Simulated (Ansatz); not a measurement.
What does this script print? It uses the Ansatz DFT code, driven from Python.

Input file `c2h5n.xyz`:
```text
8

C     0.79380   -0.06770    0.02520
C    -0.66000   -0.44700   -0.00480
N    -0.20180    0.81850   -0.56700
H     1.23190    0.24790    0.96330
H     1.46480   -0.55820   -0.66890
H    -0.97870   -1.19560   -0.71930
H    -1.23220   -0.39490    0.91240
H    -0.41780    1.59690    0.05890
```

Script `c2h5n.py`:
```python
# -*- coding: utf-8 -*-
"""Saddle point for pyramidal inversion in C2H5N."""

from dataclasses import dataclass
import itertools

import ansatz as az
from ase.data import atomic_numbers, covalent_radii
import numpy as np


@dataclass(frozen=True)
class RunConfig:
    basis_set: str = "def2-SVP"
    functional: str = "pbe"
    vdw: str = "d4"


settings = RunConfig()


def main():
    c2h5n = az.Crystal.molecule_from_extxyz("c2h5n.xyz")

    setup = c2h5n.calculation()
    setup = setup.basis(gaussian=settings.basis_set)
    setup = setup.functional(settings.functional, dispersion=settings.vdw)
    symbols = [site.symbol for site in c2h5n.cartesian_sites]
    start = np.array([site.position_ang for site in c2h5n.cartesian_sites], dtype=float)
    report = setup.relax(force_tolerance=0.005).run().report
    end = np.array(report["positions_ang"])

    # start with the apex atom pushed most of the way into the plane of its neighbours
    a, b, d = end[[0, 1, 7]]
    normal = np.cross(b - a, d - a)
    normal /= np.linalg.norm(normal)
    flat = end.copy()
    flat[2] -= 0.8 * ((end[2] - a) @ normal) * normal
    guess = np.zeros_like(flat)
    guess[2] = normal
    near = az.Crystal.molecule()
    for symbol, place in zip(symbols, flat):
        near = near.atom(symbol, place.tolist())
    search = (
        near.calculation()
        .basis(gaussian=settings.basis_set)
        .functional(settings.functional, dispersion=settings.vdw)
        .saddle(mode_guess=guess.tolist(), force_tolerance=0.01, max_steps=40)
    )
    steps = []
    top = search.session().plan().execute(on_event=lambda e: steps.append(e["data"]) if e["event"] == "saddle_step" else None).report
    for s in steps:
        print(f"step {s['step']:2d}  E = {s['lagrangian_ev']:.5f} eV  force {s['allowed_force_max_ev_ang']:.4f} eV/A  curvature {s['curvature_ev_ang2']:.3f} eV/A^2")
    print(f"minimum {report['free_energy_ev']:.5f} eV, saddle {top['free_energy_ev']:.5f} eV")
    print(f"electronic barrier {23.060548 * (top['free_energy_ev'] - report['free_energy_ev']):.2f} kcal/mol")
    saddle = np.array(top["positions_ang"])
    # pairs closer than 1.2 times the sum of covalent radii, before or after
    radius = [covalent_radii[atomic_numbers[s]] for s in symbols]
    span = lambda where, i, j: np.linalg.norm(where[i] - where[j])
    bonded = [(i, j) for i, j in itertools.combinations(range(len(symbols)), 2) if min(span(end, i, j), span(saddle, i, j)) < 1.2 * (radius[i] + radius[j])]
    print("pair        before    after (A)")
    for i, j in bonded:
        print(f"{symbols[i]}{i}-{symbols[j]}{j}".ljust(10), f"{span(end, i, j):8.4f} {span(saddle, i, j):8.4f}")


if __name__ == "__main__":
    main()
```

```console
$ python c2h5n.py
step  1  E = -3633.80647 eV  force 15.1546 eV/A  curvature -31.038 eV/A^2
step  2  E = -3635.52057 eV  force 5.3038 eV/A  curvature -13.822 eV/A^2
step  3  E = -3636.05525 eV  force 1.3060 eV/A  curvature -3.608 eV/A^2
step  4  E = -3636.16473 eV  force 0.9492 eV/A  curvature -2.984 eV/A^2
step  5  E = -3636.18070 eV  force 0.5176 eV/A  curvature -4.478 eV/A^2
step  6  E = -3636.18853 eV  force 0.0994 eV/A  curvature -5.775 eV/A^2
step  7  E = -3636.18923 eV  force 0.0602 eV/A  curvature -6.022 eV/A^2
step  8  E = -3636.18934 eV  force 0.0264 eV/A  curvature -6.160 eV/A^2
step  9  E = -3636.18935 eV  force 0.0084 eV/A  curvature -6.286 eV/A^2
minimum -3636.81568 eV, saddle -3636.18938 eV
electronic barrier 14.44 kcal/mol
pair        before    after (A)
C0-C1        1.4898   1.5336
C0-N2        1.4694   1.4003
C0-H3        1.1051   1.1137
C0-H4        1.1042   1.1138
C1-N2        1.4694   1.4003
C1-H5        1.1042   1.1138
C1-H6        1.1051   1.1137
N2-H7        1.0295   1.0110
```

What to keep in mind:
- Total energies depend on the basis set; only differences at equal settings carry meaning.
- The energies are electronic: no zero-point or thermal terms, and the basis set is short of its limit. No separate frequency run checks the order of the saddle point.
- Finished in 46 s on 1 thread of Intel(R) Xeon(R) 6975P-C (Granite Rapids) (shared host), peak memory 0.2 GiB.

(A comment or docstring line of the script was reworded after the run, the code is as it ran; lines on the test bed's own set-up are left out of the output.)
